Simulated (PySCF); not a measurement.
# One shape, several levels: CH4Si (SMILES C=[SiH2])

Wanted: a comparison of 6 runs (PBE0/STO-3G, r2SCAN/STO-3G, CCSDT(Q)/STO-3G, QCISD(T)/STO-3G, CCSD(T)/STO-3G, FCI/STO-3G) of CH4Si. The job is set up through a Python script.

The results are computed with PySCF 2.14.0.

2 further runs of the same task are left out: 2 set aside as unsound or not needed.

## Step 1: The system as given

CH4Si has 6 atoms, charge 0, and is taken as a singlet. SMILES: `C=[SiH2]`. The Si2–H6 distance was set to 2.187 Å, away from the relaxed value. At this shape a bond of the SMILES string is far longer than usual.

Bond lengths: C1–Si2 1.748 Å, C1–H3 1.077 Å, C1–H4 1.077 Å, Si2–H5 1.458 Å. Angles: C1–Si2–H5 124.5°, Si2–C1–H3 122.4°, Si2–C1–H4 122.5°, H3–C1–H4 115.0°. A long bond or contact: Si2–H6 2.187 Å.

## Step 2: The energy at PBE0/STO-3G (run 1)

The input, mol.xyz:

```xyz
6

C     -1.205966    -0.863364     0.196656
Si     0.143994     0.135556     0.680016
H     -1.875786    -1.312814     0.909886
H     -1.430196    -1.074364    -0.834984
H      0.485704     0.449766     2.062506
H      1.545870     1.084200    -0.705300
```

The input, job.py:

```python
from pyscf import gto, dft

molecule = gto.M(
    atom='mol.xyz',
    spin=0,
    max_memory=1860,
    basis='sto-3g',
    charge=0,
    verbose=3,
)

calc0 = dft.RKS(molecule, xc='pbe0')
calc0.conv_tol = 1e-10
calc0.grids.level = 5
calc0.kernel()
if not calc0.converged:
    calc0 = calc0.newton().run(calc0.mo_coeff, calc0.mo_occ)

etot = calc0.e_tot
print('Final energy', etot)
```

Launch:

```console
$ OMP_NUM_THREADS=1 python job.py
```

Log:

```text
converged SCF energy = -325.791656876537
Final energy -325.79165687653665
```

Run time: 4.2 s. Hardware: 1 thread of Intel Xeon Platinum 8488C (Sapphire Rapids), shared host; peak memory 0.19 GiB.

## Step 3: A single-point energy at r2SCAN/STO-3G (run 2)

The input, input.py:

```python
from pyscf import gto, dft

mol = gto.Mole()
mol.atom = '''
C     -2.278945    -1.631522     0.371626
Si     0.272109     0.256164     1.285044
H     -3.544722    -2.480859     1.719435
H     -2.702679    -2.030254    -1.577891
H      0.917848     0.849935     3.897571
H      2.921271     2.048841    -1.332824
'''
mol.max_memory = 1860
mol.basis = 'sto-3g'
mol.verbose = 3
mol.spin = 0
mol.charge = 0
mol.unit = 'bohr'
mol.build()

mf = dft.RKS(mol, xc='r2scan')
mf.grids.level = 5
mf.conv_tol = 1e-10
mf.kernel()
if not mf.converged:
    mf = mf.newton().run(mf.mo_coeff, mf.mo_occ)

e_tot = mf.e_tot
print(f'total energy: {e_tot:.8f} hartree')
```

Launch:

```console
$ OMP_NUM_THREADS=1 python input.py
```

Log:

```text
converged SCF energy = -325.920027332434
total energy: -325.92002733 hartree
```

Run time: 6.3 s. Hardware: 1 thread of Intel Xeon Platinum 8488C (Sapphire Rapids), shared host; peak memory 0.2 GiB.

## Step 4: A single-point energy at CCSDT(Q)/STO-3G (run 3)

The input, run.py:

```python
from pyscf import gto, scf, cc

molecule = gto.Mole()
molecule.atom = [
    ('C', (-1.205966, -0.863364, 0.196656)),
    ('Si', (0.143994, 0.135556, 0.680016)),
    ('H', (-1.875786, -1.312814, 0.909886)),
    ('H', (-1.430196, -1.074364, -0.834984)),
    ('H', (0.485704, 0.449766, 2.062506)),
    ('H', (1.545870, 1.084200, -0.705300)),
]
molecule.basis = 'sto-3g'
molecule.verbose = 4
molecule.max_memory = 1860
molecule.spin = 0
molecule.build()

mf = scf.RHF(molecule)
mf.conv_tol = 1e-10
mf.kernel()
if not mf.converged:
    mf = mf.newton().run(mf.mo_coeff, mf.mo_occ)

mycc = cc.CCSDT(mf, frozen=6)
mycc.kernel()
e_bracket, e_q = mycc.ccsdt_q()
etot = mycc.e_tot + e_q
print('E = %.10f Eh' % etot)
```

Launch:

```console
$ OMP_NUM_THREADS=1 python run.py
```

Log:

```text
PySCF version 2.14.0

[... 58 lines left out ...]
converged SCF energy = -325.069987848409
[... 16 lines left out ...]
WARN: A large `blksize` is being used, which may cause large memory consumption
[... 3 lines left out ...]
WARN: A large `blksize_oovv` is being used, which may cause large memory consumption
[... 3 lines left out ...]
WARN: A large `blksize_oooo` is being used, which may cause large memory consumption
[... 12 lines left out ...]
Init t2, MP2 energy = -325.214570038093  E_corr(MP2) -0.144582189684
[... 16 lines left out ...]
RCCSDT converged
[... 5 lines left out ...]
E = -325.2764376108 Eh
```

Wall time 1.6 s (1 thread of Intel Xeon Platinum 8488C (Sapphire Rapids), shared host); peak memory 0.11 GiB.

Runs 4 to 5 aren't shown in full; the table further down has their settings and results.

## Step 5: The energy at FCI/STO-3G (run 6)

The input, job.py:

```python
from pyscf import gto, scf, mcscf
from pyscf import fci

system = gto.M(
    atom='''
C     -2.278945    -1.631522     0.371626
Si     0.272109     0.256164     1.285044
H     -3.544722    -2.480859     1.719435
H     -2.702679    -2.030254    -1.577891
H      0.917848     0.849935     3.897571
H      2.921271     2.048841    -1.332824
''',
    unit='bohr',
    charge=0,
    verbose=3,
    max_memory=1860,
    spin=0,
    basis='sto-3g',
)

myscf = scf.RHF(system)
myscf.conv_tol = 1e-10
myscf.kernel()
if not myscf.converged:
    myscf = myscf.newton().run(myscf.mo_coeff, myscf.mo_occ)

cas = mcscf.CASCI(myscf, myscf.mo_coeff.shape[-1] - 6, (system.nelec[0] - 6, system.nelec[1] - 6))  # full CI above the frozen core
cas.fcisolver = fci.direct_spin0.FCI(system)  # even spin states alone
cas.kernel()
print('<S^2> = %.4f' % cas.fcisolver.spin_square(cas.ci, cas.ncas, cas.nelecas)[0])
energy = cas.e_tot
print(f'total energy: {energy:.8f} hartree')
```

Launch:

```console
$ OMP_NUM_THREADS=1 python job.py
```

Log:

```text
converged SCF energy = -325.069987838424
CASCI E = -325.276405554458  E(CI) = -26.5750331903586  S^2 = 0.0000000
<S^2> = 0.0000
total energy: -325.27640555 hartree
```

Wall time 9.6 s (1 thread of Intel Xeon Platinum 8488C (Sapphire Rapids), shared host); peak memory 0.3 GiB.

## Step 6: All runs side by side

| run | level | integration grid | frozen core orbitals | energy (Eh) | dipole moment (D) of the reference | HOMO energy (eV) | LUMO energy (eV) | wall time |
| --- | --- | --- | --- | --- | --- | --- | --- | --- |
| 1 | PBE0/STO-3G | 5 | – | -325.791657 | 0.73 | -3.55 | 1.80 | 4.2 s |
| 2 | r2SCAN/STO-3G | 5 | – | -325.920027 | 0.71 | -2.72 | 0.87 | 6.3 s |
| 3 | CCSDT(Q)/STO-3G | – | 6 | -325.276438 | 1.00 | -5.64 | 5.77 | 1.6 s |
| 4 | QCISD(T)/STO-3G | – | 6 | -325.275412 | 1.00 | -5.64 | 5.77 | 1.1 s |
| 5 | CCSD(T)/STO-3G | – | 6 | -325.275554 | 1.00 | -5.64 | 5.77 | 0.93 s |
| 6 | FCI/STO-3G | – | 6 | -325.276406 | 1.00 | -5.64 | 5.77 | 9.6 s |

## Step 7: Outcome

| quantity | value |
| --- | --- |
| run 6: total energy | -325.27641 Eh |
| run 6: dipole moment (Hartree–Fock density) | 1.00 D |
| run 6: HOMO energy (Hartree–Fock orbitals) | -5.64 eV |
| run 6: LUMO energy (Hartree–Fock orbitals) | 5.77 eV |
| run 6: HOMO–LUMO gap (Hartree–Fock orbitals) | 11.40 eV |
| run 6: correlation energy (6 core orbitals frozen) | -206.4 mEh |

Against full CI in this basis: CCSDT(Q) -0.0 mEh; QCISD(T) +1.0 mEh; CCSD(T) +0.9 mEh. Totals of different functionals can't be ranked against each other. In runs 1, 2, 3, 4, 5, 6 the basis is minimal, so the values are rough. All runs together took 24 s, the longest 9.6 s.
